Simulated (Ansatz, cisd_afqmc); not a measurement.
Species: H₃O₂, charge 1, singlet. H3O2+ (SMILES O[OH2+]).
B3LYP-D3(BJ)/def2-TZVP minimum from Ansatz (a quantum-chemistry and plane-wave program):
```xyz
5

O      0.1360     0.5595    -0.3416
O     -0.1596    -0.6562     0.3979
H      1.0537     0.8157    -0.0797
H     -0.3477    -1.2726    -0.3451
H     -0.5172     1.2304    -0.0259
```
Charge +1, spin multiplicity 1.

Total energies in cc-pVDZ, 14 correlated electrons, 2 frozen orbitals. UHF or UKS for unpaired electrons; spin-orbit terms are left out. Correlated methods leave the cores frozen. No relativity. AFQMC/CISD: phaseless, guided by CISD from CCSD amplitudes; bars are statistical, one sigma. Outlying blocks are dropped, and bars are widened where a walk drifts. Over all cases where full CI ran beside it in this data, AFQMC minus full CI had a median of +0.1 mEh and passed +0.4 mEh in a tenth of the cases.

| method | program | energy (Eh) | minus CCSDTQ (mEh) |
|---|---|---|---|
| HF | Ansatz | -151.05808 | 413.87 |
| MP2 | Ansatz | -151.44337 | 28.59 |
| CCSD | Ansatz | -151.46091 | 11.04 |
| CCSD(T) | Ansatz | -151.47045 | 1.50 |
| CCSDT(Q) | Ansatz | -151.47207 | -0.11 |
| CCSDTQ | Ansatz | -151.47195 | 0.00 |
| AFQMC/CISD | cisd_afqmc | -151.4724 ± 0.0004 | -0.5 ± 0.4 |

Rough core times of Ansatz's runs on a shared machine: CCSD(T) under 20 s, CCSDT(Q) under 20 s, CCSDTQ 20 min.
